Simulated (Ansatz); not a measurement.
Here is a job for Ansatz (a first-principles code).
Ansatz 0.2 input:
```yaml
crystal:
  periodic: [false, false, false]
  atoms:
    - {symbol: O, position_ang: [-0.00874070, 1.09829644, 0.01643599]}
    - {symbol: H, position_ang: [-0.94458229, 1.33506531, 0.00439258]}
    - {symbol: Cl, position_ang: [0.05967693, -0.59537863, -0.00799297]}
basis:
  gaussian:
    orbitals: cc-pVDZ
magnetization: {spin_polarized: false}
correlation: {method: mp2}
```

Question: What does this run give for the MP2 correlation energy, total energy, number of basis functions?

Answer: 
```yaml
MP2 correlation energy: -0.3284 Eh
total_energy: -535.2012 Eh
number_of_basis_functions: 37
```
